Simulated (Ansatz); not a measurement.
## Ansatz (development build ahead of 0.2.0) run

```yaml
crystal:
  periodic: [false, false, false]
  atoms:
    - { symbol: C, position_ang: [-0.00911, -0.42458, -1.91211] }
    - { symbol: C, position_ang: [-0.00487, 0.40902, -0.64555] }
    - { symbol: C, position_ang: [-0.00927, -0.41129, 0.63841] }
    - { symbol: C, position_ang: [-0.0088, 0.42608, 1.9114] }
    - { symbol: H, position_ang: [-0.00466, 0.20141, -2.80536] }
    - { symbol: H, position_ang: [0.88677, -1.07951, -1.96689] }
    - { symbol: H, position_ang: [-0.89467, -1.08041, -1.96083] }
    - { symbol: H, position_ang: [-0.87928, 1.08391, -0.6454] }
    - { symbol: H, position_ang: [0.88836, 1.08806, -0.6377] }
    - { symbol: H, position_ang: [0.88468, -1.07479, 0.63474] }
    - { symbol: H, position_ang: [-0.88678, -1.08979, 0.63212] }
    - { symbol: H, position_ang: [0.00088, -0.2162, 2.81646] }
    - { symbol: H, position_ang: [0.88163, 1.0683, 1.95275] }
    - { symbol: H, position_ang: [-0.88737, 1.08368, 1.95722] }
basis:
  gaussian: { orbitals: def2-TZVP }
hamiltonian:
  xc: hf
```

The input is written out in the form of the current development build from the run's settings.

Output:

```json
{"Converged": "yes", "Total energy": "-157.35361 hartree", "Spin squared of the determinant": "0.000"}
```
